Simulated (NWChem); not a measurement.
A series in which one site is exchanged, each optimised at PBE0/def2-SVP with NWChem, gas phase unless a solvent is named. Some are not confirmed as minima by frequencies. def2 effective core potentials on Zr, Hf; no spin-orbit coupling.

A: ClC (CH$_{3}$Cl; site = C)
B: [Cl][ZrH3] (ZrH3Cl; site = Zr)
C: [Cl][HfH3] (HfH3Cl; site = Hf)
D: [Cl][TiH3] (TiH3Cl; site = Ti)

Q: Rank them by vertical ionisation energy, ΔSCF, CAM-B3LYP/def2-SVP (eV), lowest first.

A: C (11.04), B (11.08), A (11.23), D (11.50)
